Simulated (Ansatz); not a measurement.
**[SiH$_{3}$···H···NH], triplet along the distance Si1-H5**

Starting geometry:

```yaml
atoms:
  - { symbol: Si, position_ang: [-1.0360, 0.0215, 0.0000] }
  - { symbol: H, position_ang: [-1.5309, 1.4212, 0.0000] }
  - { symbol: H, position_ang: [-1.5309, -0.6784, 1.2122] }
  - { symbol: H, position_ang: [-1.5309, -0.6784, -1.2122] }
  - { symbol: H, position_ang: [0.4486, 0.0215, 0.0000] }
  - { symbol: N, position_ang: [2.1980, 0.0215, 0.0000] }
  - { symbol: H, position_ang: [2.4671, -0.9828, 0.0000] }
```

From there H5 is moved from one fragment to the other while all else, the fragments' distance too, stays fixed, so the hump isn't the reaction's barrier; atoms are numbered as listed. Energies are in kJ/mol, counted from the starting geometry at the same level.

Basis cc-pVDZ; Ansatz 0.2.0. Only valence electrons are correlated (noble-gas cores frozen). R marks a restricted (for open shells ROHF) determinant, U an unrestricted one.

For open shells CISD is restricted-active-space CI with the open shells as a complete middle space.

Full CI isn't at hand for all of this; UCCSDT(Q) serves as the reference, and is uncertain by about the last step of the cluster series. The frozen core follows each run's orbitals, which can shift R against U totals by a few meV.

```tsv
distance Si1-H5 (Å)	UCCSDT(Q)	error RHF	error UHF	error CISD	error UCCSD	error RCCSD(T)	error UCCSDT
1.485	0.0	0.0	0.0	0.0	0.0	0.0	0.0
1.586	10.4	9.9	8.0	3.7	1.3	0.3	0.1
1.789	40.8	48.1	32.3	17.5	4.9	1.1	0.4
1.991	26.8	64.4	48.1	16.5	5.2	0.9	0.5
2.194	-5.4	31.3	33.1	6.0	2.2	0.3	0.3
```

Errors are those of relative energies. In total energy the starting point itself misses UCCSDT(Q) by: RHF 764.5, UHF 744.3, CISD 80.2, UCCSD 15.8, RCCSD(T) 3.3, UCCSDT 0.6 kJ/mol.

Spread of the error over the points with a reference, to 2.194 Å (largest less smallest): UCCSDT 0.5, RCCSD(T) 1.1, UCCSD 5.2, CISD 17.5, UHF 48.1, RHF 64.4 kJ/mol.
